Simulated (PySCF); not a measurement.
Species: 2,3-dimethyl-2-butene, C6H12.
Structure used (PBE0-D3(BJ)/def2-SVP), in Å, numbered top down from 1:
```
atom  x, y, z in Å
C1     1.2322   -1.3434   -0.5659
C2     0.5327   -0.0265   -0.3416
C3     1.4462    1.1642   -0.3484
C4    -0.7994    0.0249   -0.1334
C5    -1.5869    1.2852    0.0745
C6    -1.6297   -1.2350   -0.1163
H7     2.2084   -1.1955   -1.0515
H8     0.6492   -2.0302   -1.1972
H9     1.4264   -1.8668    0.3877
H10    2.2535    1.0326    0.3931
H11    0.9420    2.1118   -0.1240
H12    1.9436    1.2700   -1.3283
H13   -2.3920    1.3621   -0.6770
H14   -0.9860    2.2003    0.0108
H15   -2.0858    1.2770    1.0593
H16   -2.6210   -1.0505    0.3234
H17   -1.7989   -1.6252   -1.1358
H18   -1.1574   -2.0432    0.4625
```

Computed with PySCF at CAM-B3LYP/def2-SVPD, non-relativistic, on one gas-phase PBE0-D3(BJ)/def2-SVP geometry that isn't relaxed in the solvent. The solvent is an IEF-PCM continuum (Bondi radii, 1.10 Å for H, scaled by 1.2), and excitations are vertical TDDFT with non-equilibrium linear response and a frozen core. Specific hydrogen bonds and non-electrostatic terms are outside this model.

Gas-phase singlets (H = HOMO, L = LUMO):

| state | E (eV) | λ (nm) | f | leading configurations |
| --- | --- | --- | --- | --- |
| S1 | 5.985 | 207 | 0.012 | H→L 95% |
| S2 | 6.744 | 184 | 0.464 | H→L+1 96% |
| S3 | 6.947 | 178 | 0.001 | H→L+2 97% |
| S4 | 7.012 | 177 | 0.002 | H→L+3 98% |
| S5 | 7.657 | 162 | 0.033 | H→L+5 94% |

Problem. What are the lowest 5 singlets in benzene (ε = 2.271)?

Solution. 
```
state  E (eV)  λ (nm)      f  leading configurations  change by rank (eV)
   S1   5.969     208  0.017                 H→L 94%               -0.016
   S2   6.593     188  0.592               H→L+1 96%               -0.151
   S3   6.968     178  0.001               H→L+2 97%               +0.021
   S4   7.031     176  0.002               H→L+3 98%               +0.019
   S5   7.647     162  0.043               H→L+5 94%               -0.010
```

Problem. Give the list for chloroform (ε = 4.711), n² = 2.09.

Solution. 
```csv
state,E (eV),λ (nm),f,leading configurations,change by rank (eV)
S1,5.979,207,0.017,H→L 94%,-0.006
S2,6.613,187,0.582,H→L+1 97%,-0.131
S3,6.996,177,0.001,H→L+2 97%,+0.049
S4,7.057,176,0.002,H→L+3 98%,+0.045
S5,7.659,162,0.044,H→L+5 94%,+0.002
```

Problem. How do the frontier levels move from gas to chloroform?

Solution. 
```
orbital  gas (eV)  solvent (eV)  change (eV)
 LUMO+2      1.93          2.04        +0.11
 LUMO+1      1.91          1.97        +0.06
   LUMO      1.28          1.37        +0.09
   HOMO     -7.53         -7.49        +0.04
 HOMO-1    -10.44        -10.35        +0.09
 HOMO-2    -11.27        -11.19        +0.08
 HOMO-3    -11.63        -11.54        +0.09
```

The HOMO–LUMO gap goes from 8.82 to 8.86 eV.
